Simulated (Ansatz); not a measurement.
Geometry optimisation, RKS revPBE/cc-pVDZ (Ansatz).

The input (input.yaml):

```yaml
crystal:
  periodic: [false, false, false]
  atoms:
    - { symbol: "N", position_ang: [-0.5081, 1.3937, 0.8378] }
    - { symbol: C, position_ang: [-0.125, 0.0472, 0.7788] }
    - { symbol: C, position_ang: [0.7044, -0.1583, -0.4336] }
    - { symbol: C, position_ang: [0.5863, -1.0754, -1.3562] }
    - { symbol: F, position_ang: [-0.5352, -1.9326, -1.3082] }
    - { symbol: H, position_ang: [-0.08824, 1.8866, 1.65904] }
    - { symbol: H, position_ang: [-0.07275, 1.91827, 0.042] }
    - { symbol: H, position_ang: [-0.9564, -0.5933, 0.7749] }
    - { symbol: H, position_ang: [0.4672, -0.1551, 1.7209] }
    - { symbol: H, position_ang: [1.6084, 0.4861, -0.4963] }
    - { symbol: H, position_ang: [1.1026, -1.2709, -2.2104] }
basis:
  gaussian: { orbitals: cc-pVDZ }
hamiltonian:
  xc: revpbe
relax:
  f_tol: 0.015
  max_steps: 40
```

Command:

```bash
$ ansatz run input.yaml --threads 2 --pin off --max-ram 3072MiB --backend cpu --events-out ev --progress --plain --runs-dir out
```

Q: Where does it end, and by what steps?

A: The run converged. After 12 steps the energy has fallen by 0.740 eV; H7 moved furthest, 0.81 Å.

```json
{"step": "0", "energy less start (eV)": "0.0000", "largest force component (eV/Å)": "4.173", "accepted": "yes"}
{"step": "1", "energy less start (eV)": "-0.4904", "largest force component (eV/Å)": "1.366", "accepted": "yes"}
{"step": "2", "energy less start (eV)": "-0.5324", "largest force component (eV/Å)": "1.504", "accepted": "yes"}
{"step": "3", "energy less start (eV)": "-0.6356", "largest force component (eV/Å)": "0.398", "accepted": "yes"}
{"step": "4", "energy less start (eV)": "-0.6624", "largest force component (eV/Å)": "0.630", "accepted": "yes"}
{"step": "5", "energy less start (eV)": "-0.7160", "largest force component (eV/Å)": "0.300", "accepted": "yes"}
{"step": "6", "energy less start (eV)": "-0.7032", "largest force component (eV/Å)": "0.303", "accepted": "no"}
{"step": "7", "energy less start (eV)": "-0.7353", "largest force component (eV/Å)": "0.086", "accepted": "yes"}
{"step": "8", "energy less start (eV)": "-0.7357", "largest force component (eV/Å)": "0.348", "accepted": "yes"}
{"step": "9", "energy less start (eV)": "-0.7400", "largest force component (eV/Å)": "0.066", "accepted": "yes"}
{"step": "10", "energy less start (eV)": "-0.7402", "largest force component (eV/Å)": "0.042", "accepted": "yes"}
{"step": "11", "energy less start (eV)": "-0.7381", "largest force component (eV/Å)": "0.272", "accepted": "no"}
{"step": "12", "energy less start (eV)": "-0.7404", "largest force component (eV/Å)": "0.015", "accepted": "yes"}
```

```xyz
11
Properties=species:S:1:pos:R:3
N -0.488 1.458 1.019
C -0.080 0.042 0.859
C 0.846 -0.241 -0.308
C 0.563 -1.027 -1.362
F -0.614 -1.712 -1.472
H 0.362 2.032 1.143
H -0.871 1.780 0.115
H -0.996 -0.573 0.761
H 0.409 -0.270 1.808
H 1.829 0.259 -0.327
H 1.222 -1.204 -2.227
```

Whether the end is a true minimum wasn't checked by a vibrational analysis.

Run time: 26 s on 2 threads of Arm Neoverse V1, on a shared host, peak memory 0.15 GiB.
